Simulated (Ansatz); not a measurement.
Born–Oppenheimer molecular dynamics of CH$_{2}$O$_{2}$ (5 atoms, charge 0, multiplicity 1). It goes on from the last frame of an earlier run, with new velocities.

Level of theory: Ansatz, RKS B3LYP-D4/cc-pVDZ.

```yaml
ensemble: NVT, Langevin thermostat
time_step: 0.5 fs
steps_asked: 400
set_temperature: 300 K
friction: 0.001 /fs
seed: 326852
```

First frame:

```xyz
5
Properties=species:S:1:pos:R:3
O -0.360 -0.439 1.206
C -0.247 -0.349 0.006
O 0.478 0.585 -0.601
H -0.567 -1.085 -0.741
H 0.657 1.307 0.052
```

How far do the bonds stretch over the last three quarters of this one trajectory? (Pairs bonded in most of those frames.)


```tsv
bond	mean (Å)	spread (Å)	shortest	longest
O1–C2	1.205	0.019	1.17	1.24
C2–O3	1.350	0.026	1.30	1.41
C2–H4	1.111	0.014	1.09	1.13
O3–H5	0.979	0.017	0.95	1.01
```

Mean temperature of the second half: 181 K. The mean temperature of the second half is 40 % below the set value. A run of 0.2 ps of so small a system gives no equilibrium averages.

The run took 7.8 min on 1 thread of Arm Neoverse N1, with other jobs on the host, peak memory 0.089 GiB.
